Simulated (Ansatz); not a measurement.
## A ladder of methods for SiH3Cl (SiClH3)

SiH3Cl: 5 atoms, total charge 0, spin state singlet. As SMILES, `[H][Si]([H])([H])Cl`. Geometry: relaxed at GFN2-xTB.

```csv
atom,x (Å),y (Å),z (Å)
Si,0.0003,0.0019,-0.1294
Cl,0.0107,-0.0208,1.8806
H,1.3823,0.0112,-0.5949
H,-0.7007,1.2037,-0.5665
H,-0.6925,-1.1960,-0.5898
```

Each level gives the vertical ionisation energy (to the doublet cation) (eV). The values are calculated.

```tsv
level	kind	program	value (eV)	less FCI/STO-3G	CPU time (all runs)
HF/STO-3G	Hartree–Fock	Ansatz	9.48	+0.10	0.39 s
B3LYP/STO-3G	global hybrid	Ansatz	10.11	+0.73	5.7 s
HSE06/STO-3G	range-separated hybrid	Ansatz	10.12	+0.74	7.3 s
BCCD(T)/STO-3G	coupled cluster or CI	Ansatz	9.39	+0.01	0.7 s
CCSD(T)/STO-3G	coupled cluster or CI	Ansatz	9.39	+0.01	0.74 s
CCSDT/STO-3G	coupled cluster or CI	Ansatz	9.38	0.00	1.1 s
CCSDTQ/STO-3G	coupled cluster or CI	Ansatz	9.38	0.00	30 s
FCI/STO-3G	exact in the basis	Ansatz	9.38	0.00	2.9 s
```

FCI/STO-3G is exact within its basis and frozen core, so for wave-function methods in that basis the difference is their error; functionals converge differently with the basis, so for them it is only a difference. The values span 9.38 to 10.12 eV. All rows use very small basis sets, so even the best lies far from the true value. Times are those of the runs behind each value, whatever else they computed, on shared processors of several kinds: orders of magnitude only.
